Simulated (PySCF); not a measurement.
Structure problem from calculated spectra and properties.

Formula: C4H5O; charge -1.

| Item | Value |
| --- | --- |
| NMR, other nuclei | isotropic shieldings of nuclei other than C and H, by class: 100 (1 O) ppm [GIAO HF/pcSseg-2] |
| Couplings | largest of the computed one-bond spin–spin couplings (means over like bonds): 13C–1H +169.4, 13C–1H +159.5, 13C–1H +156.7, 13C–1H +156.3, 13C–1H +148.1, 13C–13C +87.3, 13C–13C +77.2, 13C–13C +47.0 Hz [B3LYP/pcJ-1, spin–dipole term left out] |
| Rotational structure | rotational constants A, B, C: 10.291, 4.383, 3.074 GHz [PBE0-D3(BJ)/def2-SVP] |
| 13C NMR | chemical shifts (computed TMS as zero) by class: 183.6 (1 C), 163.0 (1 C), 112.5 (1 C), 60.9 (1 C) ppm [GIAO HF/pcSseg-2] |
| 1H NMR | chemical shifts (computed TMS as zero) by class: 6.48 (1 H), 6.09 (1 H), 4.37 (1 H), 2.72 (1 H), 2.33 (1 H) ppm [GIAO HF/pcSseg-2] |

The electronic properties come from PySCF, for the isolated species, density fitting. Levels stand in brackets. One conformer (not necessarily the lowest) at the PBE0-D3(BJ)/def2-SVP geometry, without solvent, vibrations or thermal averaging. The geometry's basis has no diffuse functions, a weakness for an anion. The HOMO energy is positive, so at this level the finite basis confines the outermost electrons. No diffuse functions stand in pcJ-1 and pcSseg-2, which bears on an anion's orbital energies. Each NMR value is the plain mean over a class of atoms that symmetry, rotation or inversion makes alike.

Question: Propose a structure and show how it fits.

Answer: Numbering: `[CH2:1]=[CH:2][C:3](=[CH2:4])[O-:5]`. 4 carbons fall into 4 classes; from least to most shielded: vinylic carbon bearing oxygen [C3] (183.6 ppm), alkene CH carbon [C2] (163.0 ppm), terminal =CH2 carbon [C1] (112.5 ppm), carbon bonded to C and 2 H [C4] (60.9 ppm). Hydrogen classes from least to most shielded: 1 H on an alkene CH carbon, C2 (6.48 ppm), 1 H on a terminal =CH2 carbon, C1 (6.09 ppm), 1 H on a terminal =CH2 carbon, C1 (4.37 ppm), 1 H on a carbon bonded to C and 2 H, C4 (2.72 ppm), 1 H on a carbon bonded to C and 2 H, C4 (2.33 ppm). The other shieldings belong to: 100 ppm, enolate oxygen [O5]. The couplings run between: +169.4 Hz, terminal =CH2 carbon [C1] and its hydrogen; +159.5 Hz, carbon bonded to C and 2 H [C4] and its hydrogen; +156.7 Hz, carbon bonded to C and 2 H [C4] and its hydrogen; +156.3 Hz, terminal =CH2 carbon [C1] and its hydrogen; +148.1 Hz, alkene CH carbon [C2] and its hydrogen; +87.3 Hz, vinylic carbon bearing oxygen [C3] and carbon bonded to C and 2 H [C4]; +77.2 Hz, terminal =CH2 carbon [C1] and alkene CH carbon [C2]; +47.0 Hz, alkene CH carbon [C2] and vinylic carbon bearing oxygen [C3]. The optimised geometry has point group Cs and is an asymmetric top. Structure: `C=C([O-])C=C`. Computed isomers that give other values at the same levels: `C=C/C=C\[O-]` (rotational constant A: 19.679 GHz; this holds for the one conformer computed). The assignments are read from this structure; whether some other isomer fits the data as well wasn't checked.

Shape of the structure used: `[CH2:1]=[CH:2][C:3](=[CH2:4])[O-:5]`: C1–C2–C3–C4 180°.
